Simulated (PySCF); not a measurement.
Molecule: `InChI=1S/C5H9N/c1-2-4(1)5-3-6-5/h4-6H,1-3H2/t5-/m1/s1`.

Cartesian coordinates in Å; atom numbers follow the order of the lines, from 1:
```xyz
15

C    -1.5806   -0.9869   -0.5162
C    -1.8542    0.4448   -0.1673
C    -0.4487   -0.0031   -0.4553
C     0.5495   -0.0787    0.6505
C     1.9761   -0.3317    0.3514
N     1.5381    0.9725    0.8244
H    -1.6456   -1.7321    0.2816
H    -1.8923   -1.3554   -1.4965
H    -2.1027    0.6808    0.8713
H    -2.3607    1.0746   -0.9029
H    -0.0241    0.3105   -1.4164
H     0.1395   -0.4621    1.5946
H     2.6011   -0.9035    1.0459
H     2.2501   -0.4545   -0.7032
H     1.4828    1.6390    0.0548
```

Geometry PBE0-D3(BJ)/def2-SVP throughout; GIAO in PySCF, gas phase, one conformer, non-relativistic; equivalent atoms averaged; functional PBE0.

(1) How do the shifts δ (against TMS, NH3 at the same level) depend on the basis set? (a selection of nuclei; ppm; last column core-seconds on 1 thread of an Arm Neoverse V1, shared host)

(2) Which nucleus among those listed moves most, in ppm?

(3) Taking the largest basis, def2-TZVP (240 functions), as the yardstick, rank the others by their worst heavy-atom deviation.

Results:

(1) 
```csv
basis set,functions,C4,C5,C3,N6,H14,H10,H9,H11,H15,core-s
STO-3G,39,31.3,27.2,19.7,14.8,0.73,0.62,0.59,-0.13,-0.18,3.5
6-31G,72,32.9,24.9,18.0,19.9,1.38,0.69,0.60,-0.24,-0.67,6.7
6-31G*,102,32.7,24.6,17.1,16.4,1.32,0.57,0.46,-0.19,-0.78,9.4
def2-SVP,129,33.0,24.4,16.8,25.3,1.10,0.33,0.19,-0.51,-1.14,12
pcSseg-1,147,34.7,25.3,17.7,31.0,1.27,0.50,0.32,-0.41,-0.99,14
"6-311+G(2d,p)",216,35.2,25.2,18.2,27.5,1.33,0.47,0.29,-0.22,-0.93,26
def2-TZVP,240,35.6,25.3,18.5,30.2,1.35,0.50,0.35,-0.19,-0.97,31
```

(2) N6 (amine nitrogen): from 14.8 ppm with STO-3G to 31.0 ppm with pcSseg-1. The smallest spread is 0.35 ppm, at H10. Proton shifts span only some 12 ppm, so a few tenths of a ppm matter as much there as several ppm in carbon.

(3) pcSseg-1 0.9 ppm (147 functions), 6-311+G(2d,p) 2.7 ppm (216 functions), def2-SVP 4.9 ppm (129 functions), 6-31G 10.3 ppm (72 functions), 6-31G* 13.8 ppm (102 functions), STO-3G 15.4 ppm (39 functions).

A small basis that lands close on one nucleus may do so by chance; judge by the trend and by all nuclei.
